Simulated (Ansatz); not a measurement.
Reaction: C4H8 (SMILES C/C=C/C) → C4H8 (2-methylprop-1-ene, SMILES C(=C)(C)C)
Each species at its own B3LYP-D3(BJ)/def2-TZVP minimum (Ansatz, an electronic-structure program).

Quantity: isomerisation energy (electronic), in kJ/mol. Open shells are spin-unrestricted; no spin-orbit coupling. CBS(X,Y): correlation extrapolated as X^-3, Hartree-Fock from the larger set. A bracket is a step between two methods taken in the basis named. Functionals run without relativity, which enters their misses. Double hybrids freeze cores in their MP2 part. 'core' is core correlation in cc-pwCVTZ, 'X2C' scalar relativity in cc-pVTZ-DK, both at CCSD(T).

CCSD(T)/CBS(cc-pVTZ,cc-pVQZ) + [CCSDT(Q) - CCSD(T)]/cc-pVDZ + core + X2C (Ansatz) gives -5.0 kJ/mol.

### Question
What does PBE/def2-TZVPD (Ansatz) give here, and how do the other levels compare?

### Answer
PBE gives -1.4 kJ/mol, 3.6 kJ/mol above it. Differences of the others: wB97M-V/def2-TZVPD (Ansatz) 0.3; B2PLYP/def2-TZVPD (Ansatz) 1.8; CCSD(T)/CBS(cc-pVTZ,cc-pVQZ) + core + X2C (Ansatz) -0.1 kJ/mol. Nearer than PBE: wB97M-V/def2-TZVPD, B2PLYP/def2-TZVPD, CCSD(T)/CBS(cc-pVTZ,cc-pVQZ) + core + X2C.
